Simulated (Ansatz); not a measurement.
Basis-set extrapolation for C2H6S, SMILES `CSC` (PBE0-D4/def2-TZVP geometry, frozen core, the Gaussian-basis code of Ansatz). Multiplicity 1, RHF reference.

```json
{"": "HF", "def2-TZVPP": "-476.799010", "def2-QZVPP": "-476.814541"}
{"": "MP2 correlation", "def2-TZVPP": "-0.537988", "def2-QZVPP": "-0.576589"}
{"": "CCSD(T) correlation", "def2-TZVPP": "-0.604339", "def2-QZVPP": "not run"}
```

Energies in hartree. Use E(X) = E(∞) + A·exp(−7.88·√X) for Hartree–Fock and E(X) = E(∞) + B·X^(−2.97) for correlation, with X = 3 and 4, and add CCSD(T) minus MP2 of the smaller set to the MP2 limit.

Task: What is the CCSD(T) energy at the basis-set limit?

Result: HF limit: -476.814541 + (-0.015531) × 0.13774 = -476.81668. MP2 limit: -0.576589 + (-0.038601) × 0.74074 = -0.60518. Higher-order term: -0.604339 − (-0.537988) = -0.06635. Total: -477.48821 hartree, 2.31 eV below CCSD(T)/def2-TZVPP.
